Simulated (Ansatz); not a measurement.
# CH3AlF, SMILES [CH3][Al][F]: a relaxed scan of one distance

With the Ansatz DFT code, driven from Python.

Run as a notebook:

In [1]:
```python
import ansatz as az
import numpy as np
```

In [2]:
```python
GEOMETRY = """
C    -0.40800    0.38340   -0.26180
Al    1.30820   -0.43490    0.04040
F     1.41990   -1.79550    1.19350
H    -0.32320    1.51420   -0.01040
H    -1.22320   -0.07410    0.33680
H    -0.73170    0.34300   -1.34480
"""

geometry = az.Crystal.molecule()
for line in GEOMETRY.strip().splitlines():
    symbol, *xyz = line.split()
    geometry = geometry.atom(symbol, [float(v) for v in xyz])
```

In [3]:
```python
base = geometry.calculation()
base = base.basis(gaussian="def2-SVP")
base = base.functional("pbe0")
base = base.spin("collinear", total=1)
symbols = [site.symbol for site in geometry.cartesian_sites]
pairs = [(0, 1), (0, 3), (0, 4), (0, 5), (1, 2)]
print("held (A)   E (eV)        ", "  ".join(f"{symbols[i]}{i}-{symbols[j]}{j}" for i, j in pairs))
for length in [1.02, 1.11, 1.2, 1.33, 1.5]:
    report = base.relax(constraints=[az.DistanceConstraint((0, 4), at=length)], force_tolerance=0.02, max_steps=60).run().report
    xyz = np.array(report["positions_ang"])
    print(f"{length:6.2f} {report['free_energy_ev']:14.5f}  ", "  ".join(f"{np.linalg.norm(xyz[i] - xyz[j]):.3f}" for i, j in pairs))
```
```text
held (A)   E (eV)         C0-Al1  C0-H3  C0-H4  C0-H5  Al1-F2
DeckWarning: relax.constraints: the input's atoms, or those drawn, lie off the distances that are held; a relaxation that starts there is brought onto them ahead of its first SCF, by positions alone, [...]
  1.02   -10388.41019   1.971  1.102  1.020  1.102  1.676
  1.11   -10388.54056   1.970  1.102  1.110  1.102  1.675
  1.20   -10388.40897   1.968  1.102  1.200  1.102  1.675
  1.33   -10387.97196   1.964  1.102  1.330  1.102  1.674
  1.50   -10387.27991   1.947  1.098  1.500  1.100  1.674
```

Notes:
- Total energies depend on the basis set; only differences at equal settings carry meaning.
- Warnings are shown shortened and without file and line.
- The energies are electronic: no zero-point or thermal terms, and the basis set is short of its limit.
- The run takes the species as open-shell (spin multiplicity 2), which needn't be its ground state.
- Hardware and time: 92 s on 1 thread of Arm Neoverse V2, on a shared host, peak memory 0.22 GiB.
